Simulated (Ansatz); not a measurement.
Reaction: SiH3 (SMILES [SiH3], doublet) → SiH3+ (parent SMILES [SiH3], singlet) + e-
Each species at its own B3LYP-D3(BJ)/def2-TZVP minimum (Ansatz, a first-principles code).

Quantity: adiabatic ionisation energy (electronic), in eV. UHF or UKS for unpaired electrons; spin-orbit terms are left out. CBS(X,Y): correlation extrapolated as X^-3, Hartree-Fock from the larger set (Q,5: extrapolated as (X+1)exp(-9√X)). A bracket is a step between two methods taken in the basis named. The functionals are non-relativistic, so their misses hold any scalar relativity. Double hybrids freeze cores in their MP2 part. '+ core + X2C': CCSD(T) terms for core correlation (cc-pwCVTZ, 1s frozen past Ne) and scalar relativity (cc-pVTZ-DK). Full CI freezes restricted core orbitals, also for open shells; the composite that ends in it estimates full CI at the basis-set limit.

CCSD(T)/CBS(cc-pV(Q+d)Z,cc-pV(5+d)Z) + [CCSDT(Q) - CCSD(T)]/cc-pV(Q+d)Z + [FCI - CCSDT(Q)]/cc-pV(D+d)Z + core + X2C (Ansatz) gives 8.10 eV.

### Question
How far off this value is PBE/def2-TZVPD (Ansatz), in which direction, and which of these levels come nearer: wB97M-V/def2-TZVPD, B2PLYP/def2-TZVPD, CCSD(T)/CBS(cc-pV(Q+d)Z,cc-pV(5+d)Z) + core + X2C?

### Answer
PBE gives 8.20 eV, 0.10 eV above it. Differences of the others: wB97M-V/def2-TZVPD (Ansatz) -0.14; B2PLYP/def2-TZVPD (Ansatz) -0.09; CCSD(T)/CBS(cc-pV(Q+d)Z,cc-pV(5+d)Z) + core + X2C (Ansatz) -0.01 eV. Nearer than PBE: B2PLYP/def2-TZVPD, CCSD(T)/CBS(cc-pV(Q+d)Z,cc-pV(5+d)Z) + core + X2C.
